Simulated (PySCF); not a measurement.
**Atomic charges against the basis set**

Pentanal, C5H10O.
Numbering: `[CH3:1][CH2:2][CH2:3][CH2:4][CH:5]=[O:6]` (hydrogens: H7, H8, H9 on C1; H10, H11 on C2; H12, H13 on C3; H14, H15 on C4; H16 on C5)

PBE0 throughout (PySCF), one geometry, spherical d and f functions. One conformer (not necessarily the lowest) at the PBE0-D3(BJ)/def2-SVP geometry, without solvent, vibrations or thermal averaging. Atoms taken as equivalent share a column and are averaged. The first 7 of 11 kinds of atom are listed.

Mulliken charges (e):

```csv
basis,functions,C1,C2,C3,C4,C5,O6,H7/H8/H9
STO-3G,40,-0.231,-0.138,-0.140,-0.167,+0.098,-0.184,+0.077
6-31G,74,-0.491,-0.316,-0.297,-0.418,+0.217,-0.377,+0.165
pcSseg-0,74,-0.626,-0.520,-0.458,-0.606,+0.278,-0.451,+0.229
6-31G*,104,-0.524,-0.320,-0.309,-0.432,+0.236,-0.372,+0.174
def2-SVP,134,-0.063,-0.102,-0.084,-0.090,+0.139,-0.217,+0.041
cc-pVDZ,134,-0.072,-0.108,-0.070,-0.121,+0.156,-0.201,+0.043
pcSseg-1,152,-0.268,-0.276,-0.249,-0.300,+0.245,-0.350,+0.115
"6-311+G(2d,p)",222,-0.677,-0.143,-0.114,-0.149,+0.019,-0.350,+0.146
aug-cc-pVDZ,228,+0.438,+0.654,+0.545,+0.254,+0.761,-0.522,-0.124
def2-TZVP,246,-0.361,-0.158,-0.244,-0.139,+0.082,-0.271,+0.121
IGLO-III,310,-0.365,-0.178,-0.196,-0.233,+0.253,-0.393,+0.117
cc-pVTZ,320,-0.299,-0.162,-0.149,-0.173,+0.111,-0.247,+0.097
```

IAO charges (e):

```csv
basis,functions,C1,C2,C3,C4,C5,O6,H7/H8/H9
STO-3G,40,-0.391,-0.253,-0.253,-0.296,+0.084,-0.181,+0.132
6-31G,74,-0.428,-0.252,-0.259,-0.313,+0.223,-0.363,+0.143
pcSseg-0,74,-0.420,-0.260,-0.262,-0.321,+0.224,-0.352,+0.141
6-31G*,104,-0.408,-0.239,-0.246,-0.305,+0.267,-0.383,+0.136
def2-SVP,134,-0.397,-0.233,-0.241,-0.300,+0.266,-0.378,+0.132
cc-pVDZ,134,-0.407,-0.238,-0.246,-0.305,+0.265,-0.378,+0.135
pcSseg-1,152,-0.407,-0.240,-0.247,-0.306,+0.271,-0.391,+0.136
"6-311+G(2d,p)",222,-0.421,-0.246,-0.254,-0.311,+0.274,-0.401,+0.140
aug-cc-pVDZ,228,-0.419,-0.244,-0.253,-0.310,+0.274,-0.399,+0.139
def2-TZVP,246,-0.421,-0.246,-0.254,-0.312,+0.276,-0.399,+0.140
IGLO-III,310,-0.422,-0.247,-0.255,-0.313,+0.275,-0.401,+0.140
cc-pVTZ,320,-0.422,-0.247,-0.255,-0.313,+0.274,-0.396,+0.140
```

Question: Which scheme is steadiest as the basis changes?

Answer: Largest range over the bases for any column: IAO 0.22 e, Mulliken 1.17 e. IAO charges move least and Mulliken charges most, counted in e. Without the minimal STO-3G basis the ranges are IAO 0.05, Mulliken 1.17 e.

Question: How much do the charges still move between the two largest bases, IGLO-III and cc-pVTZ?

Answer: At most, over all atoms: Mulliken 0.146 e, IAO 0.005 e.

Question: What do the same runs give for the total energy, the frontier levels and the dipole moment?

Answer: 
| basis | energy (Eh) | HOMO (eV) | LUMO (eV) | μ (D) |
| --- | --- | --- | --- | --- |
| STO-3G | -268.0765 | -4.30 | 2.78 | 1.63 |
| 6-31G | -271.3659 | -7.20 | -0.39 | 2.77 |
| pcSseg-0 | -270.8151 | -7.39 | -0.52 | 2.77 |
| 6-31G* | -271.4419 | -7.13 | -0.18 | 2.54 |
| def2-SVP | -271.2515 | -7.28 | -0.37 | 2.53 |
| cc-pVDZ | -271.4625 | -7.16 | -0.26 | 2.45 |
| pcSseg-1 | -271.4163 | -7.40 | -0.51 | 2.69 |
| 6-311+G(2d,p) | -271.5269 | -7.42 | -0.65 | 2.76 |
| aug-cc-pVDZ | -271.4799 | -7.39 | -0.65 | 2.74 |
| def2-TZVP | -271.5478 | -7.39 | -0.56 | 2.69 |
| IGLO-III | -271.5560 | -7.41 | -0.64 | 2.74 |
| cc-pVTZ | -271.5414 | -7.35 | -0.50 | 2.63 |

The dipole is fixed by the density alone, so its range of 1.14 D shows that the density itself changes with the basis, not only its division among atoms.
